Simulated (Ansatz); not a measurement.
Density of states of SrCuSi (P6_3/mmc, a = 4.083 Å, b = 4.083 Å, c = 9.403 Å, α = 90.00°, β = 90.00°, γ = 120.00°), in states per eV and primitive cell, averaged over bins of 0.4 eV. All numbers below come from DFT r2SCAN, scalar-relativistic, plane waves, PAW (Ansatz).

Plane waves to 500 eV, a k mesh through Γ of 12×12×4 on the computed 6-atom cell and Gaussian smearing (0.10 eV); no spin polarisation.

The cell is relaxed at this level. The states (both spins) are summed by tetrahedra on a 18×18×6 mesh at the self-consistent density. Energies are bin centres; the table starts no lower than −8 eV and ends at 6 eV, or lower where the solved bands end.

It is a metal at this level.

```tsv
E − E_F (eV)	total	Si 3p	Cu 3d	Si 3s	Sr 5s	Cu 4s
-7.85	2.09	0.06	0.11	1.29	0.16	0.42
-7.45	3.52	0.06	0.27	2.56	0.16	0.40
-7.05	1.81	0.01	0.18	1.46	0.03	0.09
-6.65	0.00	0.00	0.00	0.00	0.00	0.00
-6.25	0.00	0.00	0.00	0.00	0.00	0.00
-5.85	0.00	0.00	0.00	0.00	0.00	0.00
-5.45	0.00	0.00	0.00	0.00	0.00	0.00
-5.05	0.00	0.00	0.00	0.00	0.00	0.00
-4.65	0.05	0.03	0.00	0.00	0.01	0.01
-4.25	2.89	1.37	0.67	0.10	0.13	0.54
-3.85	7.32	2.20	4.10	0.16	0.06	0.68
-3.45	10.05	1.36	8.41	0.00	0.20	0.00
-3.05	22.32	0.94	20.86	0.04	0.25	0.07
-2.65	11.71	0.62	10.00	0.24	0.12	0.59
-2.25	2.15	0.58	0.99	0.17	0.12	0.21
-1.85	2.46	1.04	0.73	0.17	0.22	0.16
-1.45	2.34	1.26	0.49	0.15	0.17	0.11
-1.05	3.15	1.85	0.51	0.14	0.26	0.12
-0.65	4.02	2.71	0.49	0.11	0.19	0.10
-0.25	6.15	4.41	0.74	0.07	0.11	0.06
0.15	2.10	1.48	0.25	0.05	0.00	0.04
0.55	1.33	0.83	0.14	0.03	0.04	0.03
0.95	1.91	0.70	0.12	0.02	0.21	0.02
1.35	3.01	0.62	0.11	0.01	0.24	0.03
1.75	2.93	0.46	0.08	0.03	0.30	0.10
2.15	2.12	0.28	0.04	0.02	0.25	0.07
2.55	1.25	0.13	0.02	0.01	0.13	0.03
2.95	0.60	0.05	0.01	0.00	0.04	0.01
3.35	1.83	0.19	0.03	0.04	0.17	0.10
3.75	3.91	0.46	0.07	0.17	0.33	0.28
4.15	3.44	0.39	0.05	0.14	0.20	0.32
4.55	3.48	0.26	0.03	0.13	0.22	0.28
4.95	4.82	0.22	0.03	0.22	0.43	0.30
5.35	6.46	0.30	0.05	0.22	0.67	0.34
```

The columns after the total are the main Löwdin projections on the occupied valence shells of the potentials; 2 others are left out. The rest of the total lies in those, in shells that are empty in the free atom, which aren't projected, and between the atoms.

Whether SrCuSi exists in this form wasn't checked.

Cost: 1 run of about 3.9 core-minutes, on Arm Neoverse V1 (shared hosts).